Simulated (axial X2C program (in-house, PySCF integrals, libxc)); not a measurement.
**OBO⁺: properties at the nuclei**

Calculated with an axial X2C code built on PySCF integrals: two-component X2C with atomic mean-field Coulomb and Gaunt terms, Gaussian nuclei, basis O dyall-av3z, B dyall-v3z with contracted cores.

O–B–O held linear, with bonds 1.280 and 1.280 Å (near the PBE0 minimum at charge 1 of the determinant lowest at the starting distance; the state shown can have its own minimum elsewhere, held linear; other orders of the atoms were not compared).

Input and command:
```json
{"zs": [8, 5, 8], "q": 1, "bas": ["dyall-av3z", "dyall-v3z", "dyall-av3z"], "r0": [1.35, 1.35], "symm": 1, "scan": ["PBE0", "HF", "PBE"], "levels": ["PBE0", "HF", "BHandHLYP"], "nst": 2}
```
```bash
python solin.py task.json out
```

Keys: zs atomic numbers; q charge; bas basis sets; r0 starting distance in Å; symm equal bonds; scan levels of the two-bond scan; levels methods; nst determinants followed.

Determinant lowest in the PBE0 search, Ω = 1 (⟨Sz⟩ = 1.00, ⟨Lz⟩ = 0.00 at PBE0), spin on the atoms O 0.57, B -0.15, O 0.57:

```
    level  A∥/gI O (MHz)  qzz O (a.u.)  A∥/gI B (MHz)  qzz B (a.u.)
     PBE0           -100         -1.27          -19.5         -0.33
       HF          -21.9         -1.59          -57.3         -0.24
BHandHLYP          -76.5         -1.40          -25.1         -0.32
```

A∥ (defined per Ω) follows by multiplying with gI = μI/(I μN); qzz is the electric field gradient, eQq0 = 234.96 MHz × Q/barn × qzz. The operators were transformed with the bare-nucleus X2C matrices; with these basis sets, hyperfine constants and field gradients can be off by tens of per cent, and where levels differ in sign neither size nor sign is settled.

Task: With Q(17O) = -0.02558 barn, Q(11B) = 0.04059 barn (Q from Pyykkö, Mol. Phys. 2018), turn the PBE0 values of the first state into constants in MHz.

Result: eQq0(17O) = 234.96 × (-0.02558) × (-1.27) = 7.63 MHz; eQq0(11B) = 234.96 × (0.04059) × (-0.33) = -3.15 MHz.

The molecule was held linear; bending was not examined, so a bent shape may lie lower.

Each state is one determinant with collinear spin, which with several unpaired electrons need not be a pure state. Unrestricted Hartree–Fock can overshoot spin polarisation at the nuclei. With several open shells hyperfine constants can be off by a factor of several. Open-shell Ω = 0 determinants with evenly filled partner blocks cannot be reached by this program, so the Ω shown need not be the lowest component. At HF a later determinant lies lower. The search compared states at one distance, so a state with another bond length can lie lower. Further determinants of the search, some of them spin-mixed, are not shown. Where a field gradient or hyperfine factor spreads by more than a factor of two over the levels, a constant derived from it is not to be relied on.
